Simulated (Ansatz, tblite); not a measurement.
**The cluster Sr₂Se+: one state, many levels**

One table from this session's results is given with a row withheld; the runs are named, their logs left out.

Program: Ansatz 0.2.0, Gaussian basis. Level of theory: as each input shows. These are calculated values, not measurements.

Levels to be run: GFN1-xTB, GFN2-xTB, PBE-D4/def2-TZVP, r2SCAN-D4/def2-TZVP, B3LYP-D4/def2-TZVP, HF/def2-TZVP, ωB97X-V/def2-TZVP, LC-ωPBE/def2-TZVP, B97M-V/def2-TZVP, PBE-D4/def2-SVP, PBE0-D4/def2-SVP, CCSD(T)/def2-TZVPP, MP2/def2-TZVP, RPA/def2-TZVP.

3 further runs of the same task are left out: 3 set aside as unsound or not needed. Runs told in other sessions of the task aren't counted.

### The relaxed structure

The doublet was relaxed beforehand with B3LYP-D4/def2-TZVP. At that level it is the lowest of the isomers that a small search found.

3 atoms, charge 1, spin multiplicity 2.

Bond lengths: Sr1–Se3 2.741 Å, Sr2–Se3 2.741 Å. Angles: Sr1–Se3–Sr2 169.9°.

Sr takes a core potential in the def2 sets. No spin-orbit coupling is included. The ion is computed in the gas phase, without counter-ions or solvent.

PBE0-D4/def2-TZVP was run before; its log isn't repeated, and its numbers join the tables.

The first run:

Tight binding, by tblite at 300 K electronic temperature and without a spin-polarisation term:

```python
tblite.interface.Calculator('GFN1-xTB', numbers, positions, charge=1, uhf=1).singlepoint()
```

Tight binding, by tblite at 300 K electronic temperature and without a spin-polarisation term:

```python
tblite.interface.Calculator('GFN2-xTB', numbers, positions, charge=1, uhf=1).singlepoint()
```

start.molden holds the orbitals of an earlier run on this state, given as this run's starting guess.

in.yaml

```yaml
crystal:
  periodic: [false, false, false]
  atoms:
    - {symbol: Sr, position_ang: [-0.846172, 2.582795, 0.269723]}
    - {symbol: Sr, position_ang: [0.716687, -2.610540, -0.362339]}
    - {symbol: Se, position_ang: [0.129484, 0.027745, 0.092616]}
basis:
  gaussian: {orbitals: def2-TZVP, initial_orbitals: start.molden}
total_charge: 1
magnetization: {spin_polarized: true, initial_magnetization: 1}
hamiltonian: {xc: pbe, dispersion: d4}
scf: {omitted_lower_state_checks: [starts]}
output: {forces: true, orbitals: {seedname: orbitals}}
```

Started as:

```
> ansatz run in.yaml --threads 4 --pin off --events-out ev --progress --plain --max-ram 3916MiB
```

Steps of the session up to this table: PBE-D4/def2-TZVP; r2SCAN-D4/def2-TZVP; B3LYP-D4/def2-TZVP; HF/def2-TZVP; ωB97X-V/def2-TZVP; LC-ωPBE/def2-TZVP; B97M-V/def2-TZVP; PBE-D4/def2-SVP; PBE0-D4/def2-SVP; CCSD(T)/def2-TZVPP; MP2/def2-TZVP; RPA/def2-TZVP.

One of the session's tables, all rows but one given; the rest of the session is left out.

| level | HOMO (eV) | LUMO (eV) | gap (eV) |
| --- | --- | --- | --- |
| HF/def2-TZVP | -7.30 | -4.30 | 3.00 |
| PBE-D4/def2-SVP | ? | ? | ? |
| PBE-D4/def2-TZVP | -6.41 | -6.13 | 0.28 |
| r2SCAN-D4/def2-TZVP | -6.39 | -6.12 | 0.28 |
| B97M-V/def2-TZVP | -6.33 | -6.08 | 0.26 |
| B3LYP-D4/def2-TZVP | -6.71 | -5.96 | 0.75 |
| PBE0-D4/def2-SVP | -6.66 | -5.81 | 0.86 |
| PBE0-D4/def2-TZVP | -6.65 | -5.80 | 0.85 |
| LC-ωPBE/def2-TZVP | -7.79 | -4.46 | 3.33 |
| ωB97X-V/def2-TZVP | -7.58 | -4.54 | 3.04 |

Q: Estimate the row for PBE-D4/def2-SVP from the others.

**Answer.** HOMO (eV): -6.43; LUMO (eV): -6.15; gap (eV): 0.28. In the column «HOMO (eV)» it lies between PBE0-D4/def2-TZVP (-6.65) and PBE-D4/def2-TZVP (-6.41).
